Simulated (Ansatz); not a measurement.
in.yaml

```yaml
crystal:
  periodic: [false, false, false]
  atoms:
    - {symbol: As, position_ang: [0.002008, -0.003320, -0.017295]}
    - {symbol: H, position_ang: [1.438120, 0.010443, 0.404827]}
    - {symbol: H, position_ang: [-0.880848, 1.490956, 0.482044]}
    - {symbol: H, position_ang: [-0.706517, -1.254614, 0.398697]}
basis:
  gaussian: {orbitals: cc-pVDZ}
total_charge: 1
magnetization: {spin_polarized: false, initial_magnetization: 1}
correlation: {method: fic_mrcisd_q, electrons: outside_noble_gas, active_space: {window: {electrons: 3, orbitals: 3}}}
```

```sh
$ ansatz run in.yaml --threads 1 --pin off --events-out ev --progress --plain --max-ram 2816MiB --backend cpu
```

Output:

```
459 factors; integrals over basis functions are off by at most 1.5e-3 eV
mean field evaluation 1: about -60832.1106 eV, gradient 8.4e0 eV
mean field evaluation 2: about -60832.1146 eV, gradient 8.4e0 eV
mean field evaluation 4: about -60832.5634 eV, gradient 6.4e-1 eV
mean field evaluation 8: about -60832.5678 eV, gradient 2.8e-4 eV
mean field -60832.56779389 eV, -2235.5556326302 hartree, gradient 1.3e-6 eV, S^2 0.750000; 0 other end points of the search recorded, 0 dependent functions left out
reference -60832.56779389 eV, -2235.5556326302 hartree; 18, 17 occupied and 24, 25 virtual orbitals, 459 factors
state -60833.18171684 eV, -2235.5781938822 hartree
contracted CI cycle   1: correlation 0.00000000 eV, 0.0000000000 hartree, residual 1.25e1 eV
contracted CI cycle   2: correlation -2.71798441 eV, -0.0998840848 hartree, residual 2.07e0 eV
contracted CI cycle   3: correlation -2.80679656 eV, -0.1031478711 hartree, residual 5.45e-1 eV
contracted CI cycle   4: correlation -2.81263152 eV, -0.1033623018 hartree, residual 1.44e-1 eV
contracted CI cycle   5: correlation -2.81301029 eV, -0.1033762213 hartree, residual 4.17e-2 eV
contracted CI cycle   6: correlation -2.81304440 eV, -0.1033774749 hartree, residual 1.34e-2 eV
contracted CI cycle   7: correlation -2.81304799 eV, -0.1033776068 hartree, residual 4.54e-3 eV
contracted CI cycle   8: correlation -2.81304840 eV, -0.1033776218 hartree, residual 1.56e-3 eV
contracted CI cycle   9: correlation -2.81304844 eV, -0.1033776236 hartree, residual 4.63e-4 eV
state -60833.18171684 eV, -2235.5781938822 hartree; corrected -60836.16404954 eV, -2235.6877925874 hartree
Total energy: -60836.16404954 eV, -2235.6877925874 hartree
```

For the same geometry and basis full CI lies 6.7 meV higher.

Ran on 1 thread of AMD EPYC 7R13, shared host: 1.1 s wall, 0.14 GiB peak host memory.
